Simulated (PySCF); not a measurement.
Structure from 2D NMR

Compound of formula C5H9Cl. Correlations simulated from computed shifts and the bond graph:

HSQC (one-bond C–H):
```csv
δH,δC
5.79,135.1
4.08,47.9
1.92,25.7
1.88,17.1
```

COSY cross peaks (H two or three bonds apart, from the bond graph; peaks can be absent where the dihedral angle is near 90°):
```csv
δH,δH
5.79,1.88
```

HMBC (two and three bonds, from the bond graph):
```csv
δH,δC
5.79,"140.4, 47.9, 25.7, 17.1"
4.08,"140.4, 135.1, 25.7"
1.92,"140.4, 135.1, 47.9"
1.88,"140.4, 135.1"
```

Carbons without hydrogens: δ 140.4.

Theoretical values (PySCF): shielding tensors at PBE0/pcSseg-1 (GIAO), GFN2-xTB structure. Gas phase, equivalent nuclei averaged, non-relativistic Hamiltonian, a single conformation.

δ = σ(ref) − σ, references computed at the same level: TMS for ¹H (σref 31.72), ¹³C (σref 186.93).

Exchangeable hydrogens are left out of these lists.

Q: Work out the connectivity.

A: SMILES C/C=C(/C)CCl.

Mapped SMILES: `[CH3:1]/[CH:2]=[C:3](/[CH3:4])[CH2:5][Cl:6]`. Each H is labelled by its parent atom.

δC 140.4 is C3, a fully substituted alkene carbon. δC 135.1 is C2, an alkene CH (δH 5.79). δC 47.9 is C5, an allylic sp3 CH2 bonded to Cl (δH 4.08). δC 25.7 is C4, an allylic methyl carbon (δH 1.92). δC 17.1 is C1, an allylic methyl carbon (δH 1.88). HMBC from δH 5.79 reaches the proton-free carbon C3. HMBC from δH 4.08 reaches the proton-free carbon C3. HMBC from δH 1.92 reaches the proton-free carbon C3. HMBC from δH 1.88 reaches the proton-free carbon C3. COSY links 5.79–1.88.

This is the structure that produced the data.

Carbons that carry Cl, above all several Cl atoms, come out too deshielded, partly because spin–orbit coupling is missing. Shifts are as computed. Against solution values, carbons near 30 ppm lie about +3 ppm off and those near 130 ppm about +5 ppm; carbons on Cl a further +6 ppm. Of 1211 compounds with measured shifts, 218 miss one by over three times the rms of a fit or turn the order of signals round; such compounds aren't used in these exercises.
